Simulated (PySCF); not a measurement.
Isomers of C6H8, one GFN2-xTB conformer each. Single-point energies are computed at PBE0/pcSseg-1 (PySCF, gas phase, no added dispersion term), electronic only.

Task: Rank them by PBE0/pcSseg-1 energy, lowest first (kcal/mol).
A. `[CH2:1]=[CH:2][CH2:3][C:4]#[C:5][CH3:6]` with C1–C2–C3–C4 -119°
B. `[CH:1]#[C:2][CH2:3][C:4](=[CH2:5])[CH3:6]` with C2–C3–C4–C5 -111°
C. `[CH2:1]=[C:2]=[CH:3][C:4](=[CH2:5])[CH3:6]` with C2–C3–C4–C5 180°
D. `CC1C=CC=C1` (5-methyl-1,3-cyclopentadiene)

Result: D (0.0), C (28.0), A (34.2), B (37.0).

As drawn, the highest has a C≡C bond, which the lowest lacks. GFN2-xTB itself gives, in the same order: 0.0, 33.3, 33.0, 35.0. Both levels put the same isomer lowest; measured from each level's own lowest isomer, the values differ by up to 5.3 kcal/mol (C=C=CC(=C)C: 33.3 against 28.0).

Task: Which frontier levels, dipoles and rotational constants go with these structures?

Result: 
```csv
SMILES,"HOMO (eV, PBE0/pcSseg-1)",LUMO (eV),dipole (D),"A, B, C (MHz)"
CC1C=CC=C1,-6.33,-0.54,0.52,"7131, 3613, 2675"
C=C=CC(=C)C,-6.62,-0.56,0.47,"8394, 2225, 1799"
C=CCC#CC,-7.18,0.35,0.38,"12484, 1435, 1357"
C#CCC(=C)C,-7.37,0.28,0.57,"6482, 2373, 2057"
```
